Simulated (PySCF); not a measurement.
Compound: C5H11N.
Structure used (PBE0-D3(BJ)/def2-SVP), in Å, numbered top down from 1:
```
atom  x, y, z in Å
C1     2.784   -0.436    0.080
C2     1.335   -0.361   -0.267
N3     0.447   -0.049    0.577
C4    -0.935   -0.005    0.150
C5    -1.733   -1.021    0.959
C6    -1.466    1.409    0.346
H7     2.932   -0.197    1.141
H8     3.181   -1.444   -0.127
H9     3.367    0.266   -0.538
H10    1.066   -0.597   -1.321
H11   -1.021   -0.268   -0.928
H12   -1.638   -0.807    2.035
H13   -2.799   -0.988    0.687
H14   -1.362   -2.042    0.783
H15   -2.529    1.471    0.069
H16   -0.904    2.128   -0.269
H17   -1.359    1.710    1.400
```

Method: PySCF, TDDFT CAM-B3LYP/def2-SVPD, vertical, gas phase, core orbitals frozen in the response.

Transition dipole moments from the ground state, in atomic units and in the frame of the coordinates above (overall signs are arbitrary), for the states with f of 0.002 or more among the lowest 6:

```json
{"state": "S2", "E (eV)": "7.341", "μx": "0.541", "μy": "-0.027", "μz": "0.128"}
{"state": "S3", "E (eV)": "7.819", "μx": "0.942", "μy": "-0.264", "μz": "-0.627"}
{"state": "S4", "E (eV)": "7.926", "μx": "-0.918", "μy": "-0.009", "μz": "-0.441"}
{"state": "S5", "E (eV)": "8.070", "μx": "-0.683", "μy": "0.276", "μz": "0.793"}
{"state": "S6", "E (eV)": "8.158", "μx": "0.039", "μy": "0.194", "μz": "-0.065"}
```

What oscillator strength does each state have?

f = (2/3) ΔE |μ|² with ΔE in hartree (27.2114 eV).

| state | \|μ\|² (au) | \|μ\| (D) | f |
| --- | --- | --- | --- |
| S2 | 0.310 | 1.42 | 0.056 |
| S3 | 1.350 | 2.95 | 0.259 |
| S4 | 1.037 | 2.59 | 0.201 |
| S5 | 1.172 | 2.75 | 0.232 |
| S6 | 0.043 | 0.53 | 0.009 |

What is the point group, and which symmetry does each of these states have?

Cs. Polarised normal to the mirror plane, so A″: S6. Polarised in the mirror plane, so A′: S2, S3, S4 and S5.

Which bond between heavy atoms lies closest to the direction of the S3 transition dipole?

C2–N3, at 10° from it; next C1–C2 at 48°.

What angle do the transition dipoles of S2 and S5 make?

|cos θ| = |μa·μb| / (|μa| |μb|) = 0.46, so θ ≈ 63° (taken between 0 and 90°, since the signs are arbitrary).

What peak molar absorption coefficient would the strongest computed level give as a lone Gaussian band 0.5 eV wide at half height?

ε(max) = 2.175×10⁸ f / FWHM, with the width in cm⁻¹. S3: 2.175×10⁸ × 0.2586 / 4033 ≈ 14000 L mol⁻¹ cm⁻¹.

Rough CPU time on one thread of a shared machine: about 50 s.

One conformer stands for the species.
